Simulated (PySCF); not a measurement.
Molecule: `C=COC(C)=O`, C4H6O2.

Geometry:
```json
{"atom": "C1", "x (Å)": "-2.268", "y (Å)": "0.173", "z (Å)": "1.121"}
{"atom": "C2", "x (Å)": "-1.307", "y (Å)": "-0.420", "z (Å)": "0.420"}
{"atom": "O3", "x (Å)": "-0.131", "y (Å)": "0.230", "z (Å)": "0.163"}
{"atom": "C4", "x (Å)": "0.812", "y (Å)": "-0.407", "z (Å)": "-0.580"}
{"atom": "C5", "x (Å)": "2.016", "y (Å)": "0.465", "z (Å)": "-0.753"}
{"atom": "O6", "x (Å)": "0.668", "y (Å)": "-1.512", "z (Å)": "-1.023"}
{"atom": "H7", "x (Å)": "-2.148", "y (Å)": "1.188", "z (Å)": "1.505"}
{"atom": "H8", "x (Å)": "-3.197", "y (Å)": "-0.362", "z (Å)": "1.321"}
{"atom": "H9", "x (Å)": "-1.363", "y (Å)": "-1.431", "z (Å)": "0.007"}
{"atom": "H10", "x (Å)": "2.399", "y (Å)": "0.772", "z (Å)": "0.231"}
{"atom": "H11", "x (Å)": "2.785", "y (Å)": "-0.078", "z (Å)": "-1.312"}
{"atom": "H12", "x (Å)": "1.734", "y (Å)": "1.382", "z (Å)": "-1.291"}
```

Geometry PBE0-D3(BJ)/def2-SVP throughout; GIAO in PySCF 2.14, gas phase, one conformer, non-relativistic; equivalent atoms averaged; functional PBE0.

Problem. How do the absolute shieldings σ depend on the basis set? (a selection of nuclei; ppm; last column core-seconds on shared hosts with different chips, so compare them loosely)

Solution. 
```csv
basis set,functions,C2,C4,C5,O6,O3,H9,H7,H8,H10/H11/H12,core-s
STO-3G,36,117.3,121.4,213.2,-56.4,199.2,25.91,27.80,27.98,30.51,2.1
6-31G,66,63.3,37.4,177.2,-98.3,90.4,24.54,27.37,27.70,30.38,3.9
pcSseg-0,66,41.5,13.2,167.9,-145.9,76.1,24.97,27.55,27.92,30.40,4.2
6-31G*,96,59.0,37.9,174.1,-63.6,106.5,24.38,27.27,27.54,30.09,5.6
def2-SVP,114,54.9,32.8,174.7,-73.5,103.0,23.95,26.56,26.91,29.52,6.4
cc-pVDZ,114,57.0,35.2,176.5,-73.7,100.9,23.75,26.51,26.80,29.46,8.3
pcSseg-1,132,36.5,14.6,162.7,-112.6,72.9,23.59,26.22,26.58,29.23,16
aug-cc-pVDZ,192,55.0,30.4,175.1,-63.3,97.3,23.33,26.39,26.71,29.35,18
"6-311+G(2d,p)",198,40.2,17.8,166.1,-91.8,74.8,23.58,26.56,26.98,29.52,15
def2-TZVP,222,39.2,16.6,165.7,-96.6,75.1,23.53,26.56,26.89,29.53,18
cc-pVTZ,264,41.2,18.6,166.8,-94.6,79.0,23.37,26.39,26.69,29.33,27
IGLO-III,270,32.8,10.6,162.5,-102.6,69.4,23.41,26.42,26.78,29.37,27
pcSseg-2,300,32.1,9.3,162.5,-105.4,69.3,23.30,26.24,26.59,29.25,35
```

Problem. Which nucleus among those listed moves most, in ppm?

Solution. O3 (ester alkoxy oxygen): from 69.3 ppm with pcSseg-2 to 199.2 ppm with STO-3G. The smallest spread is 1.29 ppm, at H10/H11/H12. Proton shifts span only some 12 ppm, so a few tenths of a ppm matter as much there as several ppm in carbon.

Problem. Taking the largest basis, pcSseg-2 (300 functions), as the yardstick, rank the others by their worst heavy-atom deviation.

Solution. IGLO-III 2.7 ppm (270 functions), pcSseg-1 7.2 ppm (132 functions), def2-TZVP 8.8 ppm (222 functions), cc-pVTZ 10.8 ppm (264 functions), 6-311+G(2d,p) 13.6 ppm (198 functions), 6-31G 31.2 ppm (66 functions), cc-pVDZ 31.7 ppm (114 functions), def2-SVP 33.6 ppm (114 functions), pcSseg-0 40.5 ppm (66 functions), 6-31G* 41.8 ppm (96 functions), aug-cc-pVDZ 42.1 ppm (192 functions), STO-3G 129.9 ppm (36 functions).

A small basis that lands close on one nucleus may do so by chance; judge by the trend and by all nuclei.
